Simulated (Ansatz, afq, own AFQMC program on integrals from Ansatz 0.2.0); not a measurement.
## SiGeH3, doublet in cc-pVDZ, levels against AFQMC with the constraint released

```yaml
atoms:
  - { symbol: Si, position_ang: [0.0000, -0.2669, 1.6564] }
  - { symbol: Ge, position_ang: [0.0000, -0.3668, -3.4046] }
  - { symbol: H, position_ang: [0.0000, 0.9008, 2.5855] }
  - { symbol: H, position_ang: [0.0000, -1.4943, 2.5041] }
  - { symbol: H, position_ang: [0.0000, 1.2272, -3.3414] }
```

Connectivity, by distances: SiH2 ··· GeH.

Basis cc-pVDZ. Only valence electrons are correlated. AFQMC by an in-house program on the Cholesky factors that Ansatz 0.2.0 writes for its CCSD(T) run. ph-AFQMC/CISD is guided by a CISD state made of CCSD amplitudes; releasing the constraint for a short imaginary time cuts its bias at the price of noise, slowly where states lie close. ± is one standard error of the sampling. No spin–orbit coupling.

Determinant: ROHF, the one that the program's search chose, which needn't be the lowest solution. The geometry is a point of a scan.

No full CI on the walks' own integrals is used here. The released AFQMC energy serves as the reference, which it does only where one determinant dominates, the energy is flat over the last release times and near the phaseless one (40 meV or 2 meV an electron, half that with transition metals). On small molecules, where full CI could be run and the noise was under 10 meV, such values lay within 10 meV of it in 19 cases of 20, a flattering rate, since the rule was set on those same cases; what remains of the bias isn't in the error bar.

Cautions: no relativity below Rb; no spin-orbit coupling; inner d shell frozen; higher spins were not checked; a spin-contaminated unrestricted determinant lies lower (UHF 281 meV lower, ⟨S²⟩ 1.29); the released value is read at 2.40 1/Eh with a noise of 21 meV, more than in the cases checked (meV from the phaseless value at times in 1/Eh: 1 ± 14 at 0.24, -9 ± 13 at 0.51, -29 ± 13 at 0.99, -12 ± 16 at 1.62, -25 ± 21 at 2.40).

```
T1 diagnostic                               : 0.0163
weight of the determinant in the CISD state : 0.852
size of the correlated space                : 11 electrons in 41 orbitals
```

Reference: AFQMC with the constraint released, correlation energy -5.631 ± 0.021 eV.

| level | E − E(reference) (kcal/mol) | share of correlation (%) |
| --- | --- | --- |
| HF | 129.86 ± 0.48 | 0.00 |
| MP2 | 34.44 ± 0.48 | 73.48 |
| CCSD | 3.31 ± 0.48 | 97.45 |
| CCSD(T) | 0.96 ± 0.48 | 99.26 |
| ph-AFQMC/HF | 0.17 ± 1.56 | 99.87 |
| ph-AFQMC/CISD | 0.57 ± 0.54 | 99.56 |

A walk keeps the symmetry of its determinant, which the program's search chose and which needn't be the lowest solution, so a lower state of the same spin and another symmetry isn't excluded. Released energies are given only where the last usable release times agree within the noise; a slower fall can still hide under it.
